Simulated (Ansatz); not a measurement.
**Worked example: correlation energy of HGeCl, singlet**

Geometry: displaced at random from a stationary point.

```csv
atom,x (Å),y (Å),z (Å)
Ge,-0.0002,-0.0286,0.7120
Cl,-0.0010,0.0128,-1.4816
H,0.0470,1.6085,0.8039
```

Basis cc-pVDZ; Ansatz 0.2.0. Correlated methods freeze the noble-gas cores and the filled d shells of p-block atoms, which leaves 12 electrons in 31 orbitals. R marks a restricted (for open shells ROHF) determinant. No spin–orbit coupling is included, and no scalar relativity.

Full CI isn't at hand for all of this; RCCSDT(Q) serves as the reference, and is uncertain by about the last step of the cluster series.

Runs differ by some tens of microhartree through their thresholds, so steps under 0.03 kcal/mol mean nothing.

| level | total energy (hartree) |
| --- | --- |
| RHF | -2535.434729 |
| RMP2 | -2535.644898 |
| RCCSD | -2535.674594 |
| RCCSD(T) | -2535.680357 |
| RCCSDT | -2535.681098 |
| RCCSDT(Q) | -2535.681626 |

Q: What is the correlation energy at RCCSDT(Q), and what share of it do RMP2 and RCCSD(T) recover?

A: E(corr) = -2535.681626 − (-2535.434729) = -0.246897 hartree = -6.718 eV. RMP2: -0.210169 / -0.246897 = 85.12 %. RCCSD(T): -0.245628 / -0.246897 = 99.49 %.

Q: By how many kcal/mol does RCCSD(T) miss RCCSDT(Q) (1 hartree = 627.509 kcal/mol), and which steps make up the rest?

A: -2535.680357 − (-2535.681626) = 0.001269 hartree = 0.80 kcal/mol. Steps: RCCSDT − RCCSD(T) = -0.46, RCCSDT(Q) − RCCSDT = -0.33 kcal/mol. That is within 1 kcal/mol of the reference in this basis, which itself misses far more of the correlation at the basis-set limit.
